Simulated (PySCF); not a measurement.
# Bond curve of NaH

Set-up: basis Na def2-SVPD, H def2-SVPD; no relativity; PySCF 2.14. Energies in eV from Na + H in their ground configurations at the same level. State: ¹Σ⁺ (singlet), closed shell.

All columns are r²SCAN. A positive dipole means Na(−)H(+).

```csv
R (Å),E (eV),μ (D),Mulliken charge on Na (basis-dependent),HOMO (eV),LUMO (eV),Mayer bond order,⟨S²⟩
1.624,-1.629,-5.80,0.42,-4.29,-0.97,0.84,0.00
1.699,-1.759,-5.96,0.42,-4.26,-1.02,0.84,0.00
1.775,-1.836,-6.11,0.41,-4.22,-1.07,0.85,0.00
1.831,-1.867,-6.23,0.41,-4.19,-1.12,0.85,0.00
1.888,-1.880,-6.35,0.40,-4.16,-1.16,0.86,0.00
1.945,-1.876,-6.47,0.39,-4.13,-1.20,0.87,0.00
2.020,-1.851,-6.62,0.37,-4.09,-1.26,0.88,0.00
2.115,-1.795,-6.82,0.35,-4.04,-1.34,0.89,0.00
2.228,-1.702,-7.05,0.33,-3.99,-1.43,0.91,0.00
2.379,-1.550,-7.36,0.30,-3.91,-1.57,0.92,0.00
```

A fit through these points gives, at Re = 1.902 Å, μ = -6.38 D and dμ/dR = -2.07 D/Å; the reduced mass is 0.9655 u.

**Question.** How strong is the fundamental in the double-harmonic approximation, I = 42.26·(dμ/dR)²/μred km/mol?

**Answer.** I = 42.26·(-2.07)²/0.9655 = 188 km/mol at r²SCAN.
